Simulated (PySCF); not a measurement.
Electron affinity of F by level of theory

F- [Ne] (1S) → F [He] 2s2 2p5 (2P), as a difference of total energies. Calculation: PySCF 2.14, in aug-cc-pCVTZ-DK with one added diffuse shell each of s, p, d, f type (8s7p5d3f, 75 functions); the spin-free X2C one-electron Hamiltonian (Gaussian nucleus). Correlated levels: valence: 1s2 frozen. The calculations carry no spin-orbit coupling.

**Question.** Order these methods by the electron affinity they give, lowest first.
A. UHF
B. CCSD(T) (valence)
C. SCS-MP2 (valence)
D. CCSD (valence)

**Answer.** A (1.183 eV), D (3.151 eV), B (3.320 eV), C (3.461 eV).

A first-order spin-orbit estimate (lowest level to lowest level, LS coupling) adds -0.017 eV.

Errors of the correlated levels include the incompleteness of this basis and the frozen core.

For comparison: 3.401 eV (measured; photodetachment measurements, as compiled on the Wikipedia data page of electron affinities).
